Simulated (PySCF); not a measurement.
BF: energy against distance

Set-up: PySCF, no relativity, basis sets B STO-3G, F STO-3G. Energies in eV from B + F in their ground configurations at the same level. State: ¹Σ⁺ (singlet), closed shell.

```json
{"R (Å)": "1.091", "r²SCANh": "-7.172"}
{"R (Å)": "1.141", "r²SCANh": "-7.941"}
{"R (Å)": "1.192", "r²SCANh": "-8.370"}
{"R (Å)": "1.230", "r²SCANh": "-8.525"}
{"R (Å)": "1.268", "r²SCANh": "-8.568"}
{"R (Å)": "1.306", "r²SCANh": "-8.525"}
{"R (Å)": "1.357", "r²SCANh": "-8.363"}
{"R (Å)": "1.420", "r²SCANh": "-8.040"}
{"R (Å)": "1.496", "r²SCANh": "-7.538"}
{"R (Å)": "1.598", "r²SCANh": "-6.755"}
```

Put a parabola through the three lowest points of the r²SCANh curve and estimate Re, k and ωe (reduced mass 6.97 u; 1 eV/Å² = 0.16022 mdyn/Å; ωe = 1302.8·√(k/μ) cm⁻¹).

Through R = 1.23, 1.268, 1.306 Å the second-order coefficient is 29.8 eV/Å², so Re ≈ 1.268 Å, k ≈ 9.54 mdyn/Å and ωe ≈ 1524 cm⁻¹. A polynomial fit of higher order to the unrounded r²SCANh energies gives Re = 1.266 Å, k = 9.71 mdyn/Å, ωe = 1538 cm⁻¹; anharmonicity and rounding make the difference.

The higher-order fit for each curve: r²SCANh: Re = 1.266 Å, ωe = 1538 cm⁻¹, De = 8.57 eV.

STO-3G is very small, so such numbers show the basis as much as the molecule.
